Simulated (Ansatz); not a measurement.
Cost and result for the atomization energy of C₃H₃FS, SMILES `F/C=C1\CS1` (8 atoms, 8 bonds).

Charge 0, multiplicity 1. Geometry: relaxed with PBE0-D4/def2-TZVP. Program: Ansatz. All runs use 2 threads of an Arm Neoverse V1 on a shared host. Times are those of one run each, without the atoms' runs, and a repeat can differ threefold. Electronic energies, without spin–orbit coupling; frozen cores. CCSD(T)/CBS adds CCSD(T) − MP2 in def2-TZVPP to the MP2 limit, and its time is that of the two runs behind it. T1 = 0.013.

CCSD(T)/CBS is a level of theory with its own doubt, some kJ/mol a heavy atom from the limit and from the frozen cores, so smaller differences don't rank the functionals.

```tsv
level	functions	wall time
LDA (SPW92)/def2-TZVPP	208	1.5 s
BLYP-D4/def2-TZVPP	208	2.5 s
PBE-D4/def2-TZVPP (with forces)	208	3.2 s
PBE0-D4/def2-TZVPP	208	3.6 s
BHLYP-D4/def2-TZVPP	208	3.8 s
CAM-B3LYP-D4/def2-TZVPP	208	4.1 s
CCSD(T)/def2-SVP	89	4.5 s
r2SCANh-D4/def2-TZVPP	208	6 s
PBE-QIDH/def2-TZVPP	208	7 s
B97M-V/def2-TZVPP	208	11 s
MP2/def2-QZVPP	388	35 s
CCSD(T)/def2-TZVPP	208	2.2 min
CCSD(T)/CBS(def2)	–	2.7 min
```

Question: What atomization energy does each give, and how far from CCSD(T)/CBS? (An estimate is asked.)

Answer: Ansatz gave: 
| level | atomization (kcal/mol) | difference from CCSD(T)/CBS | per bond |
| --- | --- | --- | --- |
| LDA (SPW92)/def2-TZVPP | 920.6 | 149.0 | 18.6 |
| BLYP-D4/def2-TZVPP | 779.2 | 7.6 | 1.0 |
| PBE-D4/def2-TZVPP (with forces) | 812.2 | 40.6 | 5.1 |
| PBE0-D4/def2-TZVPP | 787.6 | 16.0 | 2.0 |
| BHLYP-D4/def2-TZVPP | 738.5 | -33.1 | -4.1 |
| CAM-B3LYP-D4/def2-TZVPP | 775.0 | 3.4 | 0.4 |
| CCSD(T)/def2-SVP | 731.4 | -40.2 | -5.0 |
| r2SCANh-D4/def2-TZVPP | 774.6 | 3.0 | 0.4 |
| PBE-QIDH/def2-TZVPP | 774.8 | 3.2 | 0.4 |
| B97M-V/def2-TZVPP | 781.1 | 9.5 | 1.2 |
| MP2/def2-QZVPP | 788.1 | 16.5 | 2.1 |
| CCSD(T)/def2-TZVPP | 749.5 | -22.1 | -2.8 |
| CCSD(T)/CBS(def2) | 771.6 | 0.0 | 0.0 |

From PBE to PBE0 (25 % exact exchange), in def2-TZVPP and without D4, the atomization energy moves by −24.0 kcal/mol: exact exchange takes away binding that semilocal exchange gives to molecules. Leaving LDA and LC-ωPBE aside and taking each functional with its dispersion term where it has one, the values spread over 73.8 kcal/mol, from BHLYP-D4 to PBE-D4. LDA lies +112.2 kcal/mol from PBE without D4, its usual overbinding. The D4 term adds +6.2 kcal/mol with B3LYP and +3.2 kcal/mol with PBE0; it sums over pairs of atoms, weighted by their polarisabilities, and B3LYP, whose exchange is more repulsive, gets the larger term.

B3LYP here is the variant with VWN-RPA as its local correlation; programs differ in this.
